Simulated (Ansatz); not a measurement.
**What a trial cell of Be₃H relaxes into**

Computed with DFT PBE, scalar-relativistic, plane waves, PAW (Ansatz 0.2.0).

The start is a random cell of Be₃H with space group P-3 (No. 147), drawn with lower limits on the distances.

Input of the last, converged step (default PAW datasets):

```yaml
crystal:
  lattice:
    - [4.3040162515, 0.0, 0.0]
    - [-2.1520081257, 3.7273874121, 0.0]
    - [0.0, 0.0, 3.5861576761]
  atoms:
    - { symbol: Be, position: [0.0421390909, 0.3353802435, 0.2585069049] }
    - { symbol: Be, position: [0.6646197565, 0.7067588474, 0.2585069049] }
    - { symbol: Be, position: [0.2932411526, 0.9578609091, 0.2585069049] }
    - { symbol: Be, position: [0.7067588474, 0.0421390909, 0.7414930951] }
    - { symbol: Be, position: [0.3353802435, 0.2932411526, 0.7414930951] }
    - { symbol: Be, position: [0.9578609091, 0.6646197565, 0.7414930951] }
    - { symbol: H, position: [0.3333333333, 0.6666666667, 0.0307717431] }
    - { symbol: H, position: [0.6666666667, 0.3333333333, 0.9692282569] }
basis:
  ecutwfc: 420
kpoints:
  mp_grid: { grid: [12, 12, 10] }
hamiltonian:
  xc: pbe
scf:
  occupations: { method: gaussian, width: 0.1 }
output:
  forces: true
  stress: true
  eigenvalues: true
relax:
  adjacent_minimum: "off"
  f_tol: 0.01
  max_steps: 80
  cell: { stress_tol: 0.05 }
```

Launched as:

```bash
ansatz run input.yaml --threads 1 --pin off --max-ram 2560MiB --backend cpu --events-out ev --progress --plain --runs-dir out
```

The run took 42 s on 1 thread of Intel(R) Xeon(R) 6975P-C (Granite Rapids), on a shared host, peak memory 0.51 GiB.

End of the output:

```
SCF converged after 4 iterations
Free energy (F): -585.202376 eV
Harris-Foulkes:  -585.202376 eV  (|F-HF|=1.21e-11)
Internal energy: -585.192193 eV  (E = F + TS)
E sigma→0 (E₀):  -585.197285 eV
Entropy (-TS):   -0.010183 eV (-1.273 meV/atom)
Fermi energy:    7.011658 eV
--- Per-component energies (eV) ---
  E_band       = 23.967100
  E_kinetic    = 148.832004
  E_local      = -10.830685  (includes V_loc(G=0)·N_el)
  E_nonlocal   = 29.929052
  E_hartree    = 5.939502
  E_xc         = -135.137844
  E_vxc        = -146.269429  (∫ρ·V_xc dr)
  E_paw        = -358.137331  (= ΣΔE_a)
  E_vpaw       = -9.570442  (= ΣTr[D̂ρ^β])
  E_aug_tail   = -0.002407  (compensation charges beyond the density's cutoff)
  E_ewald      = -265.784485
  E_smearing   = -0.010183  (= −TS)
  E_closure    = 0.000000  (closes the sum)
  Σ components = -585.202376   (vs F -585.202376, Δ=0.00e0)
--- Forces (eV/Å), atoms counted from 1 ---
  atom   1  Be     0.00076883     0.00235646    -0.00101906
  atom   2  Be    -0.00242517    -0.00051240    -0.00101906
  atom   3  Be     0.00165634    -0.00184406    -0.00101906
  atom   4  Be    -0.00165634     0.00184406     0.00101906
  atom   5  Be     0.00242517     0.00051240     0.00101906
  atom   6  Be    -0.00076883    -0.00235646     0.00101906
  atom   7  H      0.00000000     0.00000000     0.00263917
  atom   8  H      0.00000000     0.00000000    -0.00263917
  max |Σ_I F_I| component: 1.84e-17 eV/Å
--- Stress (GPa, compression-positive) ---
        0.045377       0.000000       0.000000
        0.000000       0.045377       0.000000
        0.000000       0.000000       0.033360
  P = ⅓ Tr σ = 0.0414 GPa (0.414 kbar)
--- Relaxed structure (5 steps of the walk, 5 accepted, 1 SCFs on fresh bases) ---
  F+E_penalty+E_count = -585.20237613 eV   max|allowed force component| = 2.639e-3 eV/Å   (the final SCF, on the basis selected at the relaxed cell)
  cell:  # Å, volume = 57.9538 Å³
    - [4.324820, 0.000000, 0.000000]
    - [-2.162410, 3.745404, 0.000000]
    - [0.000000, 0.000000, 3.577793]
  atoms:
    - { symbol: Be, position: [0.049412, 0.336151, 0.260091] }
    - { symbol: Be, position: [0.663849, 0.713262, 0.260091] }
    - { symbol: Be, position: [0.286738, 0.950588, 0.260091] }
    - { symbol: Be, position: [0.713262, 0.049412, 0.739909] }
    - { symbol: Be, position: [0.336151, 0.286738, 0.739909] }
    - { symbol: Be, position: [0.950588, 0.663849, 0.739909] }
    - { symbol: H, position: [0.333333, 0.666667, 0.034559] }
    - { symbol: H, position: [0.666667, 0.333333, 0.965441] }
```

Total energies depend on the potentials used, so only differences within one code and one set of settings carry meaning.

The result has space group P-3 (No. 147). Be is coordinated by 1 H at 1.56 Å; around H lie 3 Be at 1.56 Å and 3 Be at 1.96 Å.

Against the elements it lies at 0.39 eV/atom. The zero of energy is the elements' standard structures at the same level (H₂ as a molecule); no fitted shifts are applied.

For metals, differences of a few meV/atom aren't resolved.

Symmetry constrained the relaxation, so the result can be a saddle point.